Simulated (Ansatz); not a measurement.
Input file:

```yaml
crystal:
  periodic: [false, false, false]
  atoms:
    - {symbol: N, position_ang: [0.000000, -0.402222, 1.503030]}
    - {symbol: O, position_ang: [0.000000, 0.563274, 0.584427]}
    - {symbol: S, position_ang: [0.000000, -0.105356, -0.948167]}
basis:
  gaussian: {orbitals: cc-pVDZ}
magnetization: {spin_polarized: false, initial_magnetization: 5}
correlation: {active_space: {ras: {orbitals: [6, 5, 28], electrons: 17, max_holes: 2, max_particles: 2}, fixed_orbitals: true}}
scf: {lower_state_search: off}
```

```sh
$ ansatz run in.yaml --threads 1 --pin off --events-out ev --progress --plain --max-ram 2393MiB
```

Log:

```
these checks for a lower state are left out or cut short: stability, starts, cluster_reference, orbital_swaps, neighbouring_geometries, increment
463 factors; integrals over basis functions are off by at most 1.3e-3 eV
mean field evaluation 1: about -14327.2984 eV, gradient 1.6e1 eV
mean field evaluation 2: about -14327.4299 eV, gradient 1.6e1 eV
mean field evaluation 4: about -14328.7962 eV, gradient 4.1e0 eV
mean field evaluation 8: about -14328.8721 eV, gradient 6.0e-1 eV
mean field evaluation 16: about -14328.8745 eV, gradient 3.0e-6 eV
mean field -14328.87453776 eV, -526.5764268026 hartree, gradient 3.0e-6 eV, S^2 8.750000; 0 other end points of the search recorded, 0 dependent functions left out
reference -14328.87453776 eV, -526.5764268026 hartree; 18, 13 occupied and 28, 33 virtual orbitals, 463 factors
state -14339.31485509 eV, -526.9601013880 hartree
Total energy: -14339.31485509 eV, -526.9601013880 hartree
Checks for a lower state left out: stability, starts, cluster_reference, orbital_swaps, neighbouring_geometries, increment
```

Natural occupations: 1.9881 1.9780 1.9746 1.9708 1.9684 1.9625 1.0003 0.9996 0.9984 0.9967 0.9958 0.0319 0.0135 0.0135 0.0107 0.0086 0.0080 0.0077 0.0071 0.0070 0.0061 0.0049 0.0047 0.0046.

Ran on 1 thread of AMD EPYC 7B13, shared host: 31 s wall, 0.22 GiB peak host memory.
